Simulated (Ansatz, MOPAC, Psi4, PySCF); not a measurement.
Molecule: CN, charge 0, multiplicity 2. SMILES: N#[C]
Structure (B3LYP-D3(BJ)/def2-TZVP (Ansatz, a first-principles code) minimum search):
```
C
N 1 1.1622
```
Charge 0, spin multiplicity 2.

Quantity: vertical ionisation energy to the triplet, in eV. Set-up: spin-orbit terms left out; PM7 with its own dispersion and hydrogen-bond terms; open shells spin-unrestricted; non-relativistic; each state is the SCF solution reached for its charge and spin; six Cartesian d functions in 6-31G* and its kin unless marked 5d; frozen cores in correlated levels; 6-311+G** with 5d. First-principles rows: single points at B3LYP-D3(BJ) geometries (Ansatz). Semi-empirical rows: differences of heats of formation at the shared geometry for vertical values. A UHF reference is markedly spin-contaminated in at least one set, which strains HF and MP2.

```
level               program  vertical ionisation energy to the triplet (eV)
------------------  -------  ----------------------------------------------
AM1                   MOPAC                                           13.63
PM6                   MOPAC                                           13.47
PM7                   MOPAC                                           13.36
MNDO                  MOPAC                                           13.32
HF/6-311+G**         Ansatz                                           12.59
PBE/6-31G*           Ansatz                                           14.23
B3LYP/STO-3G         Ansatz                                           13.81
B3LYP/3-21G          Ansatz                                           14.48
B3LYP/6-31G*         Ansatz                                           14.16
B3LYP/6-311+G**      Ansatz                                           14.29
M06-2X/6-31G* (5d)    PySCF                                           14.03
wB97X-D/6-31G*         Psi4                                           14.06
MP2/6-31G*           Ansatz                                           13.66
MP2/6-311+G**        Ansatz                                           13.79
B3LYP/def2-TZVPD     Ansatz                                           14.24
```

No value to compare with is used here. The 14 habitual levels span 12.59 (HF/6-311+G**) to 14.48 eV (B3LYP/3-21G); B3LYP/def2-TZVPD gives 14.24.

The levels are drawn from those run, B3LYP/6-31G* more often than the rest, none by its result; runs whose electronic state is in doubt are left out.
